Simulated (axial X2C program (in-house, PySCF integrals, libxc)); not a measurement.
**MgO⁺: bond constants with and without spin–orbit coupling**

All values were computed with an in-house relativistic program for diatomic molecules. Spin-free means the one-electron spin-free X2C Hamiltonian; two-component (2c) means X2C with spin–orbit coupling and atomic mean-field two-electron Coulomb and Gaunt terms, so the difference of the two also holds small scalar two-electron terms. Basis: Mg dyall-cv3z [9s8p6d3f], O dyall-av3z [7s6p3d2f] (cores contracted in-house); Gaussian nuclei, density fitting, unrestricted open shells. Masses: Mg 23.985 u, O 15.995 u.

Input file and command:
```json
{"zs": [12, 8], "q": 1, "bas": ["dyall-cv3z", "dyall-av3z"], "levels": ["PBE0", "HF", "BHandHLYP"], "cc": true, "r0": 1.89, "thr": -2.0, "nmax": 90, "npts": 10, "nst": 2, "ntry": 6}
```
```bash
python so2c.py task.json out
```

Keys: zs atomic numbers; q charge; bas basis sets; levels methods; cc coupled cluster on or off; r0 starting distance in Å; thr threshold in hartree for freezing inner shells (an s shell follows its p shell); nmax most natural virtual spinors; npts points on the curve; nst determinants followed; ntry starts of the search. HF also brings MP2.

State, spin-free: M_S = 1/2, Λ = 1 (beyond evenly filled blocks: π+α, π+β, π-α); electrons by block: σα: 6, σβ: 6, π+α: 2, π+β: 2, π-α: 2, π-β: 1. Fragments: Mg+ + O.

State, 2c: Ω = 3/2 (⟨Sz⟩ = 0.50, ⟨Lz⟩ = 1.00 at PBE0); electrons by block: 1/2: 8, -1/2: 8, 3/2: 2, -3/2: 1. Fragments: Mg+ + O.

```tsv
Hamiltonian	level	Re (Å)	ωe (cm⁻¹)	ωexe (cm⁻¹)	De (eV)	μ (D)
2c	PBE0	1.811	739.2	4.57	2.06	-8.28
2c	BHandHLYP	1.796	768.2	n/a	1.83	-8.57
```

Spin-free values that have a 2c row agree with it to the digits that matter (0.001 Å, 0.01 eV) and are not repeated.

Dipoles are positive if O is the positive end and refer to the centre of mass.

One determinant describes the state; a PBE0 search over occupations chose it and may have missed a lower one. Dissociation energies refer to the lowest single-determinant-based atoms at the same level and basis. Density functionals use the spin component along the axis (collinear). A 2c atom that is not at its ground J level misses part of its spin–orbit lowering, and De is too large by that part (0.04 eV or less for light atoms). This holds for PBE0, BHandHLYP. The functionals have no current-density term, which raises determinants with orbital currents, atoms included. The determinant is spin-polarised beyond a pure state at some levels (its spin-free form has ⟨S²⟩ too high), which makes Re and μ there less reliable.

No reliable constants came from CCSD (2c), CCSD (spin-free), CCSD(T) (2c), CCSD(T) (spin-free), HF (2c), HF (spin-free), MP2 (2c), MP2 (spin-free): no minimum in range, unconverged points, a curve that is not smooth, a change of character along it, or the two Hamiltonians disagreeing along it.

Rough cost a point (2c) on 1 thread(s) of a shared host, integrals apart: PBE0 0.5 s, BHandHLYP 0.5 s.

The whole task took 66 s on 1 thread of AMD EPYC 7B13 (Zen 3), on a shared host.
